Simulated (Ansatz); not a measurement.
**What a trial cell of Sc relaxes into**

Method: DFT PBEsol, scalar-relativistic, plane waves, PAW in Ansatz.

The start puts Sc on the beta-tungsten (A15) structure type (Pm-3n, No. 223), at a guessed volume.

Input of the last, converged step (default PAW datasets):

```yaml
crystal:
  lattice:
    - [5.8045454714, 0.0, 0.0]
    - [0.0, 5.8045454714, 0.0]
    - [0.0, 0.0, 5.8045454714]
  atoms:
    - { symbol: Sc, position: [0.5, 0.5, 0.5] }
    - { symbol: Sc, position: [0.0, 0.0, 0.0] }
    - { symbol: Sc, position: [0.25, 0.0, 0.5] }
    - { symbol: Sc, position: [0.5, 0.25, 0.0] }
    - { symbol: Sc, position: [0.5, 0.75, 0.0] }
    - { symbol: Sc, position: [0.75, 0.0, 0.5] }
    - { symbol: Sc, position: [0.0, 0.5, 0.75] }
    - { symbol: Sc, position: [0.0, 0.5, 0.25] }
basis:
  ecutwfc: 420
kpoints:
  mp_grid: { grid: [8, 8, 8] }
hamiltonian:
  xc: pbesol
scf:
  occupations: { method: gaussian, width: 0.1 }
output:
  forces: true
  stress: true
  eigenvalues: true
relax:
  adjacent_minimum: "off"
  f_tol: 0.01
  max_steps: 80
  cell: { stress_tol: 0.05 }
```

It can be run as:

```bash
ansatz run input.yaml --threads 1 --pin off --backend cpu --events-out ev --progress --plain --runs-dir out  # memory cap (--max-ram) not shown
```

The program printed at the end:

```
SCF converged after 8 iterations
Free energy (F): -16888.996932 eV
Harris-Foulkes:  -16888.996932 eV  (|F-HF|=7.28e-12)
Internal energy: -16888.857279 eV  (E = F + TS)
E sigma→0 (E₀):  -16888.927106 eV
Entropy (-TS):   -0.139653 eV (-17.457 meV/atom)
Fermi energy:    9.341180 eV
--- Per-component energies (eV) ---
  E_band       = -1339.024888
  E_kinetic    = 2083.011212
  E_local      = -6751.881775  (includes V_loc(G=0)·N_el)
  E_nonlocal   = 676.686340
  E_hartree    = 2302.707308
  E_xc         = -823.405290
  E_vxc        = -1023.961828  (∫ρ·V_xc dr)
  E_paw        = -7456.919008  (= ΣΔE_a)
  E_vpaw       = -928.293534  (= ΣTr[D̂ρ^β])
  E_aug_tail   = 0.000079  (compensation charges beyond the density's cutoff)
  E_ewald      = -6920.088347
  E_core_change = 1.032200  (= ΣΔE_core)
  E_smearing   = -0.139653  (= −TS)
  E_closure    =  0.000000  (closes the sum)
  Σ components = -16888.996932   (vs F -16888.996932, Δ=0.00e0)
--- Forces (eV/Å), atoms counted from 1 ---
  atom   1  Sc     0.00000000     0.00000000     0.00000000
  atom   2  Sc     0.00000000     0.00000000     0.00000000
  atom   3  Sc     0.00000000     0.00000000     0.00000000
  atom   4  Sc     0.00000000     0.00000000     0.00000000
  atom   5  Sc     0.00000000     0.00000000     0.00000000
  atom   6  Sc     0.00000000     0.00000000     0.00000000
  atom   7  Sc     0.00000000     0.00000000     0.00000000
  atom   8  Sc     0.00000000     0.00000000     0.00000000
  max |Σ_I F_I| component: 6.44e-18 eV/Å
--- Stress (GPa, compression-positive) ---
        0.000294       0.000000       0.000000
        0.000000       0.000294       0.000000
        0.000000       0.000000       0.000294
  P = ⅓ Tr σ = 0.0003 GPa (0.003 kbar)
--- Relaxed structure (1 steps of the walk, 1 accepted, 1 SCFs on fresh bases) ---
  F+E_penalty+E_count = -16888.99693203 eV   max|allowed force component| = 3.821e-18 eV/Å   (the final SCF, on the basis selected at the relaxed cell)
  cell:  # Å, volume = 195.5711 Å³
    - [5.804545, 0.0, 0.0]
    - [0.0, 5.804545, 0.0]
    - [0.0, 0.0, 5.804545]
  atoms:
    - { symbol: Sc, position: [0.5, 0.5, 0.5] }
    - { symbol: Sc, position: [0.0, 0.0, 0.0] }
    - { symbol: Sc, position: [0.25, 0.0, 0.5] }
    - { symbol: Sc, position: [0.5, 0.25, 0.0] }
    - { symbol: Sc, position: [0.5, 0.75, 0.0] }
    - { symbol: Sc, position: [0.75, 0.0, 0.5] }
    - { symbol: Sc, position: [0.0, 0.5, 0.75] }
    - { symbol: Sc, position: [0.0, 0.5, 0.25] }
```

Total energies depend on the potentials used, so only differences within one code and one set of settings carry meaning.

The result has space group Pm-3n (No. 223). Sc on Wyckoff site a (2 atoms of the primitive cell) has 12 Sc at 3.24 Å; Sc on Wyckoff site c (6 atoms of the primitive cell) has 2 Sc at 2.90 Å, 4 Sc at 3.24 Å and 8 Sc at 3.55 Å.

It lies 0.25 eV/atom above the element's standard state at the same level.

The k mesh leaves about 4 meV/atom of noise in metals.

Symmetry constrained the relaxation, so the result can be a saddle point.